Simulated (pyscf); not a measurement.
Thermochemistry of product channels of HO–Ge(OH)(OH)–OH + H• on the doublet surface, in kJ/mol, from ωB97M-D3(BJ)/def2-TZVP energies (ideal gas, 1 atm, RRHO with modes under 100 cm⁻¹ raised to 100, one conformer, R ln 2 for chiral ones without a mode under 150 cm⁻¹). Optimised with ωB97X-D3(BJ)/def2-SVP in PySCF.

```tsv
products	ΔE	ΔH(298 K)	ΔG(600 K)	ΔG(900 K)
H₂O + HO–Ge•(OH)–OH	…	-38.3	-74.1	…
•O–Ge(OH)(OH)–OH + H₂	+70.5	+66.8	+51.3	+44.3
```

Task: What belongs in the gaps?

Result: 
- H₂O + HO–Ge•(OH)–OH, ΔE: -54.2
- H₂O + HO–Ge•(OH)–OH, ΔG(900 K): -88.2

These are energies of the channels, which say nothing of barriers. Elements up to Kr have no core potential and no relativistic terms here.
